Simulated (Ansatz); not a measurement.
Basis-set extrapolation for C3H5O, SMILES `CC[C]=O` radical (PBE0-D4/def2-TZVP geometry, frozen core, Ansatz 0.2.0). Multiplicity 2, UHF reference.

|  | def2-TZVPP | def2-QZVPP |
| --- | --- | --- |
| HF | -191.411690 | -191.420608 |
| MP2 correlation | -0.707801 | -0.756884 |
| CCSD(T) correlation | -0.768264 | not run |

Energies in hartree. Use E(X) = E(∞) + A·exp(−7.88·√X) for Hartree–Fock and E(X) = E(∞) + B·X^(−2.97) for correlation, with X = 3 and 4, and add CCSD(T) minus MP2 of the smaller set to the MP2 limit.

Task: What is the CCSD(T) energy at the basis-set limit?

Result: HF limit: -191.420608 + (-0.008918) × 0.13774 = -191.42184. MP2 limit: -0.756884 + (-0.049083) × 0.74074 = -0.79324. Higher-order term: -0.768264 − (-0.707801) = -0.06046. Total: -192.27554 hartree, 251.0 kJ/mol below CCSD(T)/def2-TZVPP.
